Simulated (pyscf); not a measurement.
PySCF, gas phase, ωB97X-D3(BJ)/def2-SVP geometries.

Problem. PBE/def2-TZVP puts the barrier of •O–AlH–OH (SMILES [O][AlH][OH]) -> [O=Al]• (SMILES [O]=[Al]) + H₂O (SMILES O) (1,1-elimination; doublet surface; Al–O, Al–H broken, H–O formed) at 37.9 kcal/mol and the reaction energy at +28.6 kcal/mol, from the reactant's lowest minimum found. What do r²SCAN/def2-TZVP, M06-2X/def2-TZVP, ωB97M-D3(BJ)/def2-TZVP give on the same structures?

Solution. r²SCAN: ΔE‡ = 47.4 kcal/mol, ΔE = +39.4 kcal/mol; M06-2X: ΔE‡ = 56.7 kcal/mol, ΔE = +41.8 kcal/mol; ωB97M-D3(BJ): ΔE‡ = 55.4 kcal/mol, ΔE = +40.7 kcal/mol. PBE's barrier lies under all of them, by 9.4 to 18.8 kcal/mol. Its reaction energy lies under all of them, by 10.8 to 13.2 kcal/mol. Much of the shift in the barrier follows the reaction energy. On the product side the descent ends in an adduct with a Al–O contact, 19.4 kcal/mol under the separated species and 32.0 kcal/mol under the saddle at ωB97X-D3(BJ)/def2-TZVP. What is counted as broken (Al–O) persists as a longer contact in the product adduct; parting that adduct is a step of its own. At ωB97X-D3(BJ) the barrier from the zero used here is 57.8 kcal/mol. The same reactants have a lower exit, to [HO–Al–OH]• (barrier +20.2 kcal/mol at ωB97M-D3(BJ), against +55.4 kcal/mol here). •O–AlH–OH lies 33.8 kcal/mol over its isomer [HO–Al–OH]•, and others may lie lower still (electronic energy, ωB97M-D3(BJ)). One saddle was located; it need not be the lowest between these sides. The term symbol of open-shell O=Al was not checked; spin-orbit terms are left out.
